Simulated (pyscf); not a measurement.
**Four-centre exchange: `[SH][Sn]([Cl])([Cl])[Cl]` + `[FH]` → `[SH2]` + `[F][Sn]([Cl])([Cl])[Cl]`**

Gas phase, singlet surface, charge 0. Bonds broken: S1–Sn2, F7–H8. Bonds formed: S1–H8, Sn2–F7. Optimised with ωB97X-D3(BJ)/def2-SVP in PySCF.

Transition state (Å):

```xyz
8

S      0.5231     1.2809     0.3152
Sn    -1.2367    -0.3815    -0.6000
Cl    -0.8348    -2.4400    -1.5640
Cl    -3.0984     0.8435    -1.2065
Cl    -1.8177    -1.0778     1.5542
H     -0.4149     2.2501     0.3811
F     -0.1129     0.4968    -2.1401
H      0.5037     1.1870    -1.1778
```

One imaginary mode, 686i cm⁻¹; descent along it reached the two sides named, in the forms told below.

```
bond    change  reactant side (Å)  saddle  product side
------  ------  -----------------  ------  ------------
S1–Sn2  breaks              2.393   2.588           2.9
F7–H8   breaks              0.935   1.335           3.0
S1–H8    forms              2.347   1.496         1.347
Sn2–F7   forms                2.8   2.099         1.927
```

Electronic energies relative to the separated reactants (kcal/mol):

```json
[
 {"level": "ωB97X-D3(BJ)/def2-TZVP", "barrier": "14.0", "reaction energy": "+6.7", "reverse barrier": "7.4"},
 {"level": "PBE/def2-TZVP", "barrier": "9.0", "reaction energy": "+2.5", "reverse barrier": "6.5"},
 {"level": "r²SCAN/def2-TZVP", "barrier": "8.8", "reaction energy": "+2.2", "reverse barrier": "6.6"},
 {"level": "B3LYP-D3(BJ)/def2-TZVP", "barrier": "12.9", "reaction energy": "+3.7", "reverse barrier": "9.1"},
 {"level": "PBE0-D3(BJ)/def2-TZVP", "barrier": "12.6", "reaction energy": "+5.8", "reverse barrier": "6.8"},
 {"level": "M06-2X/def2-TZVP", "barrier": "14.4", "reaction energy": "+2.8", "reverse barrier": "11.6"},
 {"level": "ωB97M-D3(BJ)/def2-TZVP", "barrier": "14.8", "reaction energy": "+2.9", "reverse barrier": "11.9"},
 {"level": "HF/def2-TZVP", "barrier": "31.8", "reaction energy": "+0.9", "reverse barrier": "30.9"}
]
```

With ωB97M-D3(BJ)/def2-TZVP energies and thermal terms (ideal gas, 1 atm, RRHO with modes under 100 cm⁻¹ raised to 100, one conformer, R ln 2 for rigid chiral ones), in kcal/mol:

| T (K) | ΔH‡ | ΔG‡ | ΔH | ΔG |
|---|---|---|---|---|
| 298 | 13.0 | 24.6 | +1.6 | +1.7 |
| 600 | 12.8 | 36.4 | +1.0 | +2.2 |
| 900 | 13.1 | 48.2 | +0.6 | +2.8 |
| 1200 | 13.6 | 59.9 | +0.3 | +3.6 |

On the product side the descent ends in an adduct with a S–Sn contact, 8.5 kcal/mol under the separated species and 15.9 kcal/mol under the saddle at ωB97X-D3(BJ)/def2-TZVP. What is counted as broken (S–Sn) persists as a longer contact in the product adduct; parting that adduct is a step of its own. One saddle was located; it need not be the lowest between these sides. Elements past Kr carry the def2 core potentials, without spin-orbit coupling.
